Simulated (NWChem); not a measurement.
## Extrapolating the MP2 correlation energy of fluoromethane (CH$_{3}$F)

SMILES: CF
```xyz
5

C      0.6088    -0.1106     0.0000
F     -0.7327     0.1332     0.0000
H      0.8879    -0.6879     0.8972
H      0.8879    -0.6879    -0.8972
H      1.1658     0.8411     0.0000
```
Charge 0, spin multiplicity 1.

Everything below was run with NWChem. Structure: optimised with PBE0/def2-SVP, a minimum by its harmonic frequencies.

The correlated methods keep 2 core orbitals frozen.

Worked example. The MP2 correlation energy is -334.16 mHa in cc-pVDZ and -434.06 mHa in cc-pVTZ. The form E(X) = E∞ + A/X³ turns the pair into an estimate of the basis-set limit.

E∞ = (3³·(-434.06) − 2³·(-334.16))/(3³ − 2³) = -476.1 mHa. The larger basis holds 91 % of that. This is a two-point estimate, and a rough one from so small a pair.
